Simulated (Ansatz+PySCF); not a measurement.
Two shapes of quartet PH2.

Shape 1:

```xyz
3

P     0.0000    0.0000    0.0000
H     1.2470    0.0000    1.0463
H    -1.2686    0.0000    1.0645
```

Shape 2:

```xyz
3

P     0.0000    0.0000    0.0000
H     1.5428    0.0000    0.0000
H    -1.5428    0.0000    0.0000
```

Basis set: 6-31G (spherical functions). Correlated methods keep 5 orbitals frozen. Correlation on ROHF uses semicanonical orbitals with singles. Charge 0, multiplicity 4.

Computed with Ansatz (development build ahead of 0.2.0); the reference of a correlated method needn't be the lowest determinant of its kind.

(1) Which shape is lower in energy, and by how much in each method?

Answers

(1)

| method | E(2) − E(1) (eV) |
| --- | --- |
| ROHF-CCSD | -2.534 |
| UHF-CCSD | -2.538 |
| ROHF-CCSD(T) | -2.533 |
| UHF-CCSD(T) | -2.535 |
| full CI (lowest root of this spin) | -2.526 |

Shape 2 is lower. Caution for ROHF-CCSD, UHF-CCSD, ROHF-CCSD(T), UHF-CCSD(T): the reference determinant was not shown to be the lowest.
